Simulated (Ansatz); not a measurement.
# SiPH₅ (singlet): from Hartree-Fock to the top rungs at a displaced geometry (v1), cc-pVDZ

Aim: climb from Hartree-Fock through coupled cluster and multireference methods for SiPH₅ (singlet) at one geometry and basis, and see what each rung misses.

The runs use Ansatz 0.2.0, Gaussian basis; cc-pVDZ, core rule «outside noble gas», up to 10 orbitals frozen.

Plan: UHF; CCSD(T) on RHF; BCCD(T) on RHF; CISD; CCSDT(Q) on RHF; CASSCF and MRCISD+Q, 8 electrons in 8 orbitals; CASSCF and NEVPT2, 8 electrons in 8 orbitals.

11 further runs of the same task are left out: 5 that didn't finish, 6 set aside as unsound or not needed. Runs told in other sessions of the task aren't counted.

**1. What is computed**

The geometry is a PBE0/def2-TZVP stationary point (not a proven minimum) with its atoms shifted at random (size 0.040 Å).

7 atoms, charge 0, spin multiplicity 1.

Atoms are counted from 1 here; the program's logs count them from 0.

Bond lengths: Si1–P2 2.267 Å, Si1–H3 1.457 Å, Si1–H4 1.436 Å, Si1–H5 1.555 Å, P2–H6 1.447 Å, P2–H7 1.462 Å. Angles: P2–Si1–H3 105.8°, P2–Si1–H4 108.2°, P2–Si1–H5 110.0°, H3–Si1–H4 109.1°, H3–Si1–H5 113.8°, H4–Si1–H5 109.8°, Si1–P2–H6 95.0°, Si1–P2–H7 94.2°, H6–P2–H7 94.3°.

**2. UHF**

File in.yaml:

```yaml
crystal:
  periodic: [false, false, false]
  atoms:
    - {symbol: Si, position_ang: [-0.032125, 0.007005, 1.148690]}
    - {symbol: P, position_ang: [0.092470, -0.009137, -1.114763]}
    - {symbol: H, position_ang: [0.719419, -1.158942, 1.595406]}
    - {symbol: H, position_ang: [0.616643, 1.196474, 1.625209]}
    - {symbol: H, position_ang: [-1.520637, 0.003538, 1.599419]}
    - {symbol: H, position_ang: [-0.903814, -1.044037, -1.289252]}
    - {symbol: H, position_ang: [-0.858058, 1.088546, -1.281743]}
basis:
  gaussian: {orbitals: cc-pVDZ}
magnetization: {spin_polarized: true, initial_magnetization: 0}
hamiltonian: {xc: hf}
output: {orbitals: {seedname: orbitals}}
```

On the command line:

```
$ ansatz run in.yaml --threads 1 --pin off --events-out ev --progress --plain --max-ram 2393MiB
```

Further steps of the session: CCSD(T) on RHF; BCCD(T) on RHF; CISD; CCSDT(Q) on RHF; CASSCF and MRCISD+Q, 8 electrons in 8 orbitals; CASSCF and NEVPT2, 8 electrons in 8 orbitals.

Before running them: what should the planned runs give, taken together? Wanted: RCCSDT(Q) from the RHF energy; RMP2 from RCCSDT(Q); RCCSD from RCCSDT(Q); RCCSD(T) from RCCSDT(Q); NEVPT2 frontier from RCCSDT(Q); MRCISD+Q frontier from RCCSDT(Q); T1 diagnostic.

The runs gave:

```
                         quantity                      value
    RCCSDT(Q) from the RHF energy                 -7.8906 eV
              RMP2 from RCCSDT(Q)            +35.55 kcal/mol
             RCCSD from RCCSDT(Q)             +5.54 kcal/mol
          RCCSD(T) from RCCSDT(Q)             +0.95 kcal/mol
   NEVPT2 frontier from RCCSDT(Q)            +33.46 kcal/mol
 MRCISD+Q frontier from RCCSDT(Q)             +1.15 kcal/mol
levels within 1 kcal/mol (43 meV)  RCCSD(T), BCCD(T), RCCSDT
                    T1 diagnostic                      0.012
```

In words: RCCSD(T) lands +0.95 kcal/mol from the yardstick (0.5 % of the correlation energy). Of the multireference levels listed MRCISD+Q frontier comes nearest in total energy (+1.15 kcal/mol), which doesn't show that its space is the better one. These misses are within one basis, not against nature.
